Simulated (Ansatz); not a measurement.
# H4OSi: the cost of one run

All numbers below are computed with Ansatz 0.2.0 (RKS B3LYP-D4/def2-SVP).

## Step 1: The system as given

Bond lengths: O1–Si2 1.625 Å, O1–H3 0.952 Å, Si2–H4 1.464 Å, Si2–H5 1.454 Å, Si2–H6 1.464 Å. Angles: O1–Si2–H4 110.3°, O1–Si2–H5 101.6°, O1–Si2–H6 110.3°, H4–Si2–H5 112.8°, H4–Si2–H6 108.8°, H5–Si2–H6 112.9°, Si2–O1–H3 122.3°.

Coordinates:

```xyz
6

O     0.6099   -0.9822    0.3986
Si   -0.0571    0.3744   -0.1976
H     0.1066   -1.6224    0.8918
H    -1.1317    0.0436   -1.1349
H     1.0841    1.0000   -0.8452
H    -0.6118    1.1865    0.8873
```

## Step 2: End point A

input.yaml

```yaml
crystal:
  periodic: [false, false, false]
  atoms:
    - { symbol: O, position_ang: [0.60987, -0.98223, 0.39855] }
    - { symbol: Si, position_ang: [-0.0571, 0.37443, -0.19755] }
    - { symbol: H, position_ang: [0.10661, -1.62242, 0.89184] }
    - { symbol: H, position_ang: [-1.13174, 0.04363, -1.13493] }
    - { symbol: H, position_ang: [1.08415, 1.00003, -0.84517] }
    - { symbol: H, position_ang: [-0.61179, 1.18655, 0.88727] }
basis:
  gaussian: { orbitals: def2-SVP }
hamiltonian:
  xc: b3lyp
  dispersion: d4
relax:
  f_tol: 0.015
  max_steps: 40
output:
  orbitals: {}
```

Launch:

```console
> ansatz run input.yaml --threads 1 --pin off --max-ram 2048MiB --backend cpu --events-out ev --progress --plain --runs-dir out
```

Q: Estimate wall time and peak memory on 1 thread of an x86-64 CPU, shared host.

About 5.7 s, with a peak of 0.12 GiB.
